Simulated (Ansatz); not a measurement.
Species, as SMILES: [Al]([F])[F], doublet.
Atoms: Al1, F2, F3. Bonds: Al1-F2, Al1-F3.

Basis-set convergence of the lowest harmonic wavenumber at HF with Ansatz (a quantum-chemistry and plane-wave program). Each level at its own minimum, finite differences of forces, unscaled; the reference is a large set that could be run, not a limit. Cartesian d functions, on some or all atoms, in 6-311G**, 6-311+G**; all else is spherical. The program fits the integrals of some runs and decomposes those of others, by size. Open shells are unrestricted. No added dispersion term, no relativity. Reference: the value in aug-pcseg-2, 269 cm⁻¹, itself unsure by roughly 3 cm⁻¹ (its mean distance from aug-cc-pV(T+d)Z, def2-TZVPPD). Deviations are taken from unrounded values.

```tsv
basis	functions	lowest harmonic wavenumber (cm⁻¹)
def2-SVP	46	267
def2-SVPD	70	258
pcseg-1	46	266
aug-pcseg-1	73	257
cc-pV(D+d)Z	51	259
aug-cc-pV(D+d)Z	78	266
6-311G**	63	266
6-311+G**	75	258
pcseg-2	94	269
aug-pcseg-2	142	269
cc-pV(T+d)Z	99	266
aug-cc-pV(T+d)Z	147	267
def2-TZVP	99	267
def2-TZVPD	123	265
def2-TZVPP	104	267
def2-TZVPPD	128	264
```

What the diffuse functions change, pair by pair:
- def2-SVP to def2-SVPD: 24 more functions, deviation -2 to -11 cm⁻¹
- pcseg-1 to aug-pcseg-1: 27 more functions, deviation -2 to -12 cm⁻¹
- cc-pV(D+d)Z to aug-cc-pV(D+d)Z: 27 more functions, deviation -10 to -3 cm⁻¹
- 6-311G** to 6-311+G**: 12 more functions, deviation -3 to -11 cm⁻¹
- pcseg-2 to aug-pcseg-2: 48 more functions, deviation 0 to 0 cm⁻¹
- cc-pV(T+d)Z to aug-cc-pV(T+d)Z: 48 more functions, deviation -3 to -2 cm⁻¹
- def2-TZVP to def2-TZVPD: 24 more functions, deviation -2 to -4 cm⁻¹
- def2-TZVPP to def2-TZVPPD: 24 more functions, deviation -2 to -4 cm⁻¹

Leaving out the reference's own pair, they bring the value nearer the reference by more than 3 cm⁻¹ in 1 of 7 pairs.
